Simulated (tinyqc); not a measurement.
Hueckel theory of the pi electrons, for the molecule C=N[CH2+] (SMILES; centres numbered as the heavy atoms are written), step by step. One step of it, computed by the program tinyqc.

Question. Orbitals. Diagonalise; E = alpha + x beta with beta < 0, so the largest x are filled first; degenerate levels share their electrons. P = sum n_i c_ri c_si; each orbital has its largest coefficient positive (the first on a tie).

Hueckel matrix in units of beta (H = alpha + beta A), order 1C, 2N, 3C:
```
[[0.000000, 1.000000, 0.000000],
 [1.000000, 0.500000, 1.000000],
 [0.000000, 1.000000, 0.000000]]
```

pi electrons, sum of z_r less the charge = 2

Give: x values; occupations; coefficients; charge and bond-order matrix P.

Answer.

x values: [1.686, 0.000, -1.186]

occupations: [2.000, 0.000, 0.000]

coefficients, order 1C, 2N, 3C:
```
[[0.454, 0.707, -0.542],
 [0.766, 0.000, 0.643],
 [0.454, -0.707, -0.542]]
```

charge and bond-order matrix P, order 1C, 2N, 3C:
```
[[0.413, 0.696, 0.413],
 [0.696, 1.174, 0.696],
 [0.413, 0.696, 0.413]]
```
